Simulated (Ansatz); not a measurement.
# H2NOSi−: an energy map over two coordinates

A grid of calculations on H2NOSi, SMILES N=[SiH][O-], charge −1, to see where the energy is lowest and how it rises around there.

Program: Ansatz 0.2.0. Level of theory: RKS wB97M-V/def2-SVPD. These are calculated values, not measurements.

### 1 The starting structure

SMILES `N=[SiH][O-]`, 5 atoms, charge -1, spin multiplicity 1.

Atoms are counted from 1 here; the program's logs count them from 0.

Bond lengths: N1–Si2 1.660 Å, N1–H4 1.031 Å, Si2–O3 1.593 Å, Si2–H5 1.523 Å. Angles: Si2–N1–H4 114.9°, N1–Si2–O3 139.3°, N1–Si2–H5 106.9°, O3–Si2–H5 113.7°.

As a file:

```
N    -0.7057   -1.0243   -0.0257
Si    0.3354    0.2659    0.0666
O     0.3681    1.8192   -0.2853
H    -1.6308   -0.8073   -0.4260
H     1.6330   -0.2535    0.6703
```

This geometry comes from a loose relaxation at PBE in a small basis, which is not shown.

### 3 The grid

First coordinate, umbrella angle at Si2 (between each of its bonds and their common axis; 90 is planar): 9 values from 66 to 114 °. Second coordinate, change of the bonds Si2–N1, Si2–O3, Si2–H5, all alike: 9 values from −0.173 to 0.267 Å.

Nothing else is relaxed (all other coordinates rigid). Energies count from the relaxed molecule at the same level. Points are written as (first, second).

(The set-up runs are not shown.)

### 4 Point (66°, 0.157 Å)

input.yaml

```yaml
crystal:
  periodic: [false, false, false]
  atoms:
    - { symbol: "N", position_ang: [-0.954354, -0.846507, 0.636203] }
    - { symbol: Si, position_ang: [0.338743, 0.259414, 0.066818] }
    - { symbol: O, position_ang: [0.124605, 1.948491, 0.362411] }
    - { symbol: H, position_ang: [-1.915493, -0.584072, 0.420409] }
    - { symbol: H, position_ang: [1.4026, -0.103516, 1.28825] }
total_charge: -1
basis:
  gaussian: { orbitals: def2-SVPD }
hamiltonian:
  xc: { name: wB97M-V }
output:
  forces: true
```

On the command line:

```
> ansatz run input.yaml --threads 1 --pin off --max-ram 2560MiB --backend cpu --events-out ev --progress --plain --runs-dir out
```

Further runs follow: the other points that were computed.

What does the calculation give? Wanted: lowest point; highest computed point; largest force on an atom.

**Answer**, as computed:

| quantity | value |
| --- | --- |
| lowest point | (90°, −0.008 Å), 0.34 kJ/mol |
| highest computed point | (66°, −0.173 Å), 446 kJ/mol above the lowest |
| largest force on an atom (eV/Å) | 0.4 at (90°, −0.008 Å) to 15.4 at (66°, −0.173 Å); 0.4 at the lowest point |
| time for the whole task | 6.1 min on 1 thread, shared host |

What this shows: The lowest computed point is at (90°, −0.008 Å), 0.34 kJ/mol from the relaxed molecule at the same level. The grid is coarse, so the lowest point of the scanned range may lie between grid points; coordinates that were held can hide deeper minima. No other kind of well shows on this grid. The highest computed point, (114°, −0.173 Å), lies 446 kJ/mol above the lowest. Round the minimum the two coordinates are nearly uncoupled.
